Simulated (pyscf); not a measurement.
Thermochemistry of product channels of H₂N–NH–GaH₂ (SMILES N[NH][GaH2]) on the singlet surface, in kJ/mol, from ωB97M-D3(BJ)/def2-TZVP energies (ideal gas, 1 atm, RRHO with modes under 100 cm⁻¹ raised to 100, one conformer, R ln 2 for chiral ones without a mode under 150 cm⁻¹). Single points on ωB97X-D3(BJ)/def2-SVP structures (PySCF, gas phase).

```csv
products,ΔE,ΔH(298 K),ΔG(900 K),ΔG(1200 K)
NH₃ (SMILES N) + HN=GaH (SMILES [NH]=[GaH]),+64.8,+60.3,-70.1,[?]
H₂N–NH–Ga (SMILES N[NH][Ga]) [singlet] + H₂ (SMILES [H][H]),[?],+37.1,-72.3,-108.2
HN=N–GaH₂ (SMILES N=[N][GaH2]) + H₂ (SMILES [H][H]),+183.4,+150.8,+32.2,-9.0
H₃GaN₂ (SMILES [NH]1[NH][GaH]1) + H₂ (SMILES [H][H]),[?],+231.0,+123.6,+86.5
H₂N–GaH–NH₂ (SMILES [NH2][GaH][NH2]),-211.2,-208.6,-222.1,-228.0
```

Problem. Fill in the missing entries.

Solution. 
- NH₃ (SMILES N) + HN=GaH (SMILES [NH]=[GaH]), ΔG(1200 K): -111.4
- H₂N–NH–Ga (SMILES N[NH][Ga]) [singlet] + H₂ (SMILES [H][H]), ΔE: +43.3
- H₃GaN₂ (SMILES [NH]1[NH][GaH]1) + H₂ (SMILES [H][H]), ΔE: +255.3

The channel to NH₃ + HN=GaH turns favourable between 298 and 1200 K (ΔG from +16.8 kJ/mol to -111.4 kJ/mol). The channel to HN=N–GaH₂ + H₂ turns favourable between 298 and 1200 K (ΔG from +113.2 kJ/mol to -9.0 kJ/mol).

These are energies of the channels, which say nothing of barriers. HN=GaH lies 212.6 kJ/mol over its isomer H₂N–Ga [singlet] (electronic energy, ωB97M-D3(BJ)/def2-TZVP). HN=N–GaH₂ lies 116.5 kJ/mol over its isomer HN=Ga–NH₂ (electronic energy, ωB97M-D3(BJ)/def2-TZVP). cyclic H₃GaN₂ (SMILES [NH]1[NH][GaH]1) may be a fragile minimum: a first optimisation, from another start, lost the drawn bonds. Elements up to Kr have no core potential and no relativistic terms here.
